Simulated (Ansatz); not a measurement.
# How far each method lies from full CI for CS2, singlet

Geometry: MP2(full)/6-31G*, from the G2/97 set.

```xyz
3

S     0.0000    0.0000    1.5611
C     0.0000    0.0000    0.0000
S     0.0000    0.0000   -1.5611
```

Basis STO-3G; Ansatz 0.2.0. Correlated methods freeze the noble-gas cores, which leaves 16 electrons in 12 orbitals. R marks a restricted (for open shells ROHF) determinant. Active spaces: valence = (16e, 12o) chosen from the atoms' valence shells.

Full CI is exact within this basis and frozen core; it isn't the basis-set limit.

- UHF ⟨S²⟩: 0.000
- T1 diagnostic (RCCSD): 0.0194
- largest doubles amplitude (RCCSD): 0.094

```json
{"level": "RHF", "E − E(full CI) (mEh)": "181.67", "share of correlation (%)": "0.00", "wall time": "–"}
{"level": "RMP2", "E − E(full CI) (mEh)": "9.60", "share of correlation (%)": "94.72", "wall time": "–"}
{"level": "CISD", "E − E(full CI) (mEh)": "27.50", "share of correlation (%)": "84.86", "wall time": "0.15 s"}
{"level": "RCCSD*", "E − E(full CI) (mEh)": "16.99", "share of correlation (%)": "90.65", "wall time": "–"}
{"level": "RCCSD(T)*", "E − E(full CI) (mEh)": "1.35", "share of correlation (%)": "99.25", "wall time": "0.28 s"}
{"level": "BCCD(T)*", "E − E(full CI) (mEh)": "1.45", "share of correlation (%)": "99.20", "wall time": "0.33 s"}
{"level": "RCCSDT", "E − E(full CI) (mEh)": "1.06", "share of correlation (%)": "99.42", "wall time": "–"}
{"level": "CISDTQ", "E − E(full CI) (mEh)": "1.94", "share of correlation (%)": "98.93", "wall time": "1.1 s"}
{"level": "RCCSDT(Q)", "E − E(full CI) (mEh)": "0.13", "share of correlation (%)": "99.93", "wall time": "0.76 s"}
{"level": "RCCSDTQ", "E − E(full CI) (mEh)": "-0.03", "share of correlation (%)": "100.01", "wall time": "6.5 s"}
```

An asterisk marks runs whose energy the program itself flagged as in doubt.

The correlation energy at full CI, counted from RHF, is -4.944 eV. That run took 1.4 s on 1 thread of AMD EPYC 7R13, shared host over 30,901 determinants.

Run but not shown, since their state or frozen core can't be matched to the reference's or they repeat it: CASSCF (valence space), NEVPT2 (valence space), NEVPT4(SD) (valence space), MRCISD (valence space), MRCISD+Q (valence space).

Times hold each run's SCF and search for its determinant on a shared host, so for small cases they say little of a method's own cost; they ran on 1 thread of AMD EPYC 7R13.

The full-CI state has the irrep Ag of D2h, in the program's axes (one component, if the state is degenerate).

Natural occupations of full CI about the gap: 1.966 1.949 1.949 1.933 1.933 0.120 0.120 0.040 0.022; effectively unpaired electrons, Σ n²(2−n)², 0.17.

Atomization energy (electronic, same basis, no zero-point term; atoms at the same level, unrestricted beside the R rows where the molecule is a closed shell, with restricted open-shell steps beyond CCSDT(Q)) at full CI: 1114.5 kJ/mol. Errors of other levels:

| level | error (kJ/mol) |
| --- | --- |
| RHF | -423.9 |
| RMP2 | 2.1 |
| CISD | -72.2 |
| RCCSD* | -44.6 |
| RCCSD(T)* | -3.6 |
| BCCD(T)* | -3.8 |
| RCCSDT | -2.8 |
| CISDTQ | -5.1 |
| RCCSDT(Q) | -0.3 |
| RCCSDTQ | 0.1 |

This basis is far from its limit, so the value isn't to be set against a measured one. Truncated CI isn't size-consistent, which counts against it in atomization.
